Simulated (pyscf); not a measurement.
Addition across a multiple bond or ene-type step: O=Si(OH)–OH (SMILES O=[Si](O)O) + NH₃ (SMILES N) -> H₂N–Si(OH)(OH)–OH (SMILES N[Si](O)(O)O)

Gas phase, singlet surface, charge 0. Bonds broken: N7–H8. Bonds formed: O1–H8, Si2–N7. PySCF, gas phase, ωB97X-D3(BJ)/def2-SVP geometries.

Transition state (Å):

```xyz
10

O     -0.1330     0.3062     1.0129
Si    -1.0481     0.4812    -0.2694
O     -2.1783    -0.6615    -0.6738
O     -1.6711     1.9337    -0.7350
H     -2.1820    -1.4306    -0.0934
H     -2.5837     1.9208    -1.0404
N      0.5341     0.2352    -1.2569
H      0.7550     0.1841    -0.0553
H      0.9130     1.0347    -1.7640
H      0.6701    -0.6188    -1.7962
```

One imaginary mode, 1357i cm⁻¹; descent along it reached the two sides named, in the forms told below.

```
bond    change  reactant side (Å)  saddle  product side
------  ------  -----------------  ------  ------------
N7–H8   breaks              1.022   1.223           2.9
O1–H8    forms                2.8   1.394         0.963
Si2–N7   forms              1.963   1.881         1.709
```

Electronic energies relative to the separated reactants (kcal/mol):

```tsv
level	barrier	reaction energy	reverse barrier
ωB97X-D3(BJ)/def2-TZVP	-18.7	-59.5	40.8
PBE/def2-TZVP	-17.5	-50.9	33.4
r²SCAN/def2-TZVP	-19.3	-56.7	37.4
B3LYP-D3(BJ)/def2-TZVP	-16.1	-55.3	39.2
PBE0-D3(BJ)/def2-TZVP	-20.7	-58.9	38.2
M06-2X/def2-TZVP	-20.7	-62.3	41.5
ωB97M-D3(BJ)/def2-TZVP	-17.5	-57.7	40.3
HF/def2-TZVP	-8.1	-61.8	53.7
```

With ωB97M-D3(BJ)/def2-TZVP energies and thermal terms (ideal gas, 1 atm, RRHO with modes under 100 cm⁻¹ raised to 100, one conformer, R ln 2 for chiral ones without a mode under 150 cm⁻¹), in kcal/mol:

| T (K) | ΔH‡ | ΔG‡ | ΔH | ΔG |
|---|---|---|---|---|
| 298 | -18.8 | -8.6 | -56.9 | -47.4 |
| 600 | -18.5 | 1.8 | -55.7 | -38.1 |
| 900 | -17.8 | 11.7 | -54.2 | -29.7 |
| 1200 | -16.9 | 21.4 | -52.9 | -21.7 |

On the reactant side the descent ends in an adduct with a N–Si contact, 33.1 kcal/mol under the separated species and 14.4 kcal/mol under the saddle at ωB97X-D3(BJ)/def2-TZVP. At ωB97X-D3(BJ)/def2-TZVP, PBE, r²SCAN, B3LYP-D3(BJ), PBE0-D3(BJ), M06-2X, ωB97M-D3(BJ)/def2-TZVP, HF the saddle lies under the separated reactants, which points to a path from their complex (located at ωB97X-D3(BJ) alone). What is counted as formed (N–Si) is already present as a longer contact in the reactant adduct; forming that adduct is a step of its own. One saddle was located; it need not be the lowest between these sides.
